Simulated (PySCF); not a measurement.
dimethyl ether (C₂H₆O), SMILES COC. Atoms are numbered in the order given.

```xyz
9

C      1.1719     0.0000    -0.1949
O      0.0000     0.0000     0.5882
C     -1.1719     0.0000    -0.1949
H      1.2270    -0.8906    -0.8353
H      1.2270     0.8906    -0.8353
H      2.0207     0.0000     0.4872
H     -1.2270    -0.8906    -0.8353
H     -2.0207     0.0000     0.4872
H     -1.2270     0.8906    -0.8353
```
Charge 0, spin multiplicity 1.

Geometry: B3LYP-D3(BJ)/def2-TZVP.

Calculation: PBE0/pcSseg-1 (PySCF).

GIAO shieldings, no solvent; atoms alike by connectivity are averaged. δ = σ(ref) − σ: ¹³C against TMS (σ = 186.3 ppm); ¹⁷O against H2O (σ = 334.2 ppm); ¹H against TMS (σ = 31.56 ppm), references at their B3LYP-D3(BJ)/def2-TZVP geometries, non-relativistic.

### Question
Estimate the chemical shifts. (Estimate from the structure and the level; the computed values follow.)

### Answer

| nucleus | atoms | count | δ (ppm) |
|---|---|---|---|
| ¹³C | C1, C3 | 2 | 62.5 |
| ¹⁷O | O2 | 1 | 2.2 |
| ¹H | H4, H5, H6, H7, H8, H9 | 6 | 3.24 |
